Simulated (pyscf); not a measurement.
Single points on ωB97X-D3(BJ)/def2-SVP structures (PySCF, gas phase). Correlated levels are frozen-core, on RHF or UHF. ΔMP2 is the change of the MP2 total energy from the triple- to the quadruple-zeta basis.

Task: Estimate the classical barrier height and the reaction energy of `[NH2][B]([Cl])[Cl]` + `[FH]` → `[NH2][B]([F])[Cl]` + `[ClH]` at CCSD(T)/def2-TZVPP + ΔMP2(QZVPP). The step runs on the singlet surface, breaks B–Cl, F–H and forms B–F, Cl–H; take the separated reactants as zero.

Result: ΔE‡ = 26.5 kcal/mol, ΔE = -11.9 kcal/mol. Zero-point energy shifts the barrier by -1.0 kcal/mol. It is a four-centre exchange, with an imaginary mode of 768i cm⁻¹. This is the saddle that the search found; another between the same sides may lie lower. The CCSD(T) − MP2 part came from Ansatz, without density fitting, on the same reference.
